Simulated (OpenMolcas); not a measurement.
C2HCl3 (SMILES ClC=C(Cl)Cl): the vertical ionisation energy from total energies

The species is C2HCl3 (6 atoms), meant as a singlet with charge 0. SMILES: `ClC=C(Cl)Cl`. The coordinates come from a GFN2-xTB relaxation.

```
atom    x (Å)    y (Å)    z (Å)
  Cl  -0.0978  -1.8512   1.0510
   C   0.2748  -0.2390   0.6294
   C  -0.1631   0.3251  -0.4930
  Cl  -1.1438  -0.4807  -1.6436
  Cl   0.2381   1.9496  -0.8769
   H   0.8918   0.2962   1.3331
```

Both states at this one shape; open shells run unrestricted unless said. 1 Eh = 27.2114 eV.

```
                          level     program  singlet C2HCl3 (Eh)  doublet [C2HCl3]+ (Eh)  HOMO of the first (eV)
               mPW1PW91/pcseg-0  OpenMolcas         -1455.543189            -1455.177657                   -7.73
           mPW1PW91/aug-pcseg-1  OpenMolcas         -1457.355316            -1457.006584                   -7.48
mPW1PW91/pcseg-2 (RICD fitting)  OpenMolcas         -1457.518296            -1457.170670                   -7.43
```

Work out the vertical ionisation energy at each level.


1. mPW1PW91/pcseg-0: -1455.177657 − (-1455.543189) = 0.365532 Eh = 9.95 eV; −ε(HOMO) = 7.73 eV.
2. mPW1PW91/aug-pcseg-1: -1457.006584 − (-1457.355316) = 0.348732 Eh = 9.49 eV; −ε(HOMO) = 7.48 eV.
3. mPW1PW91/pcseg-2 (RICD fitting): -1457.170670 − (-1457.518296) = 0.347626 Eh = 9.46 eV; −ε(HOMO) = 7.43 eV.

No measured value is set beside it here; the levels span 9.46 to 9.95 eV.
